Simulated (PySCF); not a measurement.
3C-SiC: correlation energy from several methods in one and the same small orbital space (PySCF; 2 atoms at the zone centre, 8 electrons in 58 orbitals, empty ones MP2 natural orbitals of a TZ basis, lattice constant set to 4.358 Å). It tests the methods against each other and lies far from the crystal's limit.

| method | E_corr (eV per atom) | share of CCSDT(Q) (%) | difference (meV) |
|---|---|---|---|
| MP2 | -2.3776 | 78.8 | 641 |
| CCSD | -2.9061 | 96.3 | 112 |
| CCSD(T) | -2.9956 | 99.2 | 23 |
| CCSDT | -3.0132 | 99.8 | 5 |
| CCSDT(Q) | -3.0186 | 100.0 | 0 |

MP2, (T) and (Q) use filled levels shifted down by the Madelung term, which in so small a cell is a large part of the gap, so these rows hang on it.

CCSDT(Q) is the highest level reached here, not an exact value.
